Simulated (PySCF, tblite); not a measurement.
# Si2NH6 radical: geometry, infrared bands and EPR parameters

Aim: predict the infrared bands and EPR parameters of Si2NH6 radical (`[SiH2]N[SiH3]`).

Programs: tblite 0.8.0 and PySCF 2.14.0, with density-fitted response routines of our own. Each step states its level of theory. These are calculated values for one molecule in the gas phase, unless marked as measured. Atoms count from 0, in the outputs and in this text.

**1. The starting structure**

9 atoms, charge 0, multiplicity 2; geometry from: force field or distance geometry start.

Bonds of the start (Å): Si0–N1 1.70, N1–Si2 1.68, Si0–H3 1.47, Si0–H4 1.47, N1–H5 1.02, Si2–H6 1.47, Si2–H7 1.48, Si2–H8 1.48.

**2. Optimising the geometry with GFN2-xTB**

What the job is given:

```
{"job": {"kind": "relax", "xc": "GFN2-xTB", "basis": "xTB"}, "charge": 0, "multiplicity": 2}
Si     1.394400    -0.385600    -0.576100
N      0.338600     0.683000     0.228100
Si    -1.252200     0.205200    -0.015200
H      1.398100    -1.635600     0.192200
H      2.736700     0.201000    -0.447700
H      0.542600     0.664800     1.229100
H     -1.476500    -1.126000     0.573400
H     -1.555800     0.213800    -1.465600
H     -2.112400     1.185400     0.683900
```

On the command line:

```
$ OMP_NUM_THREADS=1 python probes_run.py task.json out
```

One launch serves the whole session: the jobs run in the order shown.

**Question.** This job is followed by: GFN2-xTB harmonic vibrations, gas phase; UKS B3LYP, pcH-1 on H N Si, non-relativistic, mean-field spin-orbit, GIAO. Predict these results of the whole session: strongest single infrared mode (GFN2-xTB); zero-point energy (GFN2-xTB); g(iso) (B3LYP); ⟨S²⟩; largest a(iso) (averaged by class); potential on the surface of density 0.002 e/bohr³, 1st and 99th percentile.

The runs gave:

```
                                                                  quantity                    value
                                 strongest single infrared mode (GFN2-xTB)    2309 cm⁻¹, 491 km/mol
                                              zero-point energy (GFN2-xTB)            33.8 kcal/mol
                                                            g(iso) (B3LYP)                  2.00287
                                                                      ⟨S²⟩       0.751 (exact 0.75)
                                        largest a(iso) (averaged by class)  29Si on Si0, -525.2 MHz
potential on the surface of density 0.002 e/bohr³, 1st and 99th percentile       -0.35 V and 1.84 V
```

Over 87 steps the energy fell by 0.426 eV; of the close pairs, N1–Si2 changed most, 1.679 to 1.729 Å. The frame itself reshapes: Si0···Si2 goes from 2.77 to 3.14 Å. No mode is imaginary among the 21: a minimum at this level. The strongest single mode, at 2309 cm⁻¹, moves mainly H3. Unscaled tight-binding wavenumbers are off by several per cent, some by more. Its intensities can rank the bands wrongly. Most of the unpaired spin sits on Si0 (0.82 e). The isotropic g lies 0.6 ppt above the free-electron value. These values are for one conformer; the search (at its own cheap level) found 1 more, at 0.35 kcal/mol, and measured spectra average over such forms.
